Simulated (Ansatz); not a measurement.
# BNHO (doublet): relaxing a cheap start

Where does this start of BNHO (doublet) end when it is relaxed?

Program: Ansatz 0.2.0, Gaussian basis. Level of theory: UKS PBE0/def2-TZVP. These are calculated values, not measurements.

## Step 1: The starting structure

4 atoms, charge 0, spin multiplicity 2.

Atoms are counted from 1 here; the program's logs count them from 0.

Bond lengths: B1–N2 1.262 Å, B1–H4 1.137 Å, N2–O3 1.219 Å. Angles: N2–B1–H4 180.0°, B1–N2–O3 180.0°.

The start was built by rule and, where that kept it together, relaxed with GFN2-xTB. Sticks and bond lists go by distance. 

## Step 2: Relaxation

File in.yaml:

```yaml
crystal:
  periodic: [false, false, false]
  atoms:
    - {symbol: B, position_ang: [0.000000, 0.000000, -0.651418]}
    - {symbol: N, position_ang: [0.000000, 0.000000, 0.610338]}
    - {symbol: O, position_ang: [0.000000, 0.000000, 1.829194]}
    - {symbol: H, position_ang: [0.000000, 0.000000, -1.788113]}
basis:
  gaussian: {orbitals: def2-TZVP}
magnetization: {spin_polarized: true, initial_magnetization: 1}
hamiltonian: {xc: pbe0}
relax: {f_tol: 0.004, max_steps: 80}
```

Command:

```console
$ ansatz run in.yaml --threads 1 --pin off --events-out ev --progress --plain --max-ram 2176MiB
```

**Question.** What will these runs give? Wanted: energy gained; shift from the start; total energy; dipole moment; ⟨S²⟩.

As calculated:

```
                  quantity          value
                     steps              4
             energy gained       0.017 eV
shift from the start (rms)        0.013 Å
              total energy  -4223.4106 eV
             dipole moment         2.04 D
                      ⟨S²⟩          0.757
```

The bonds of the start are those of the end. B1–H4 went from 1.137 to 1.168 Å. No vibrations were run, so this is a stationary point, not a proven minimum, and this spin need not be the ground state's.
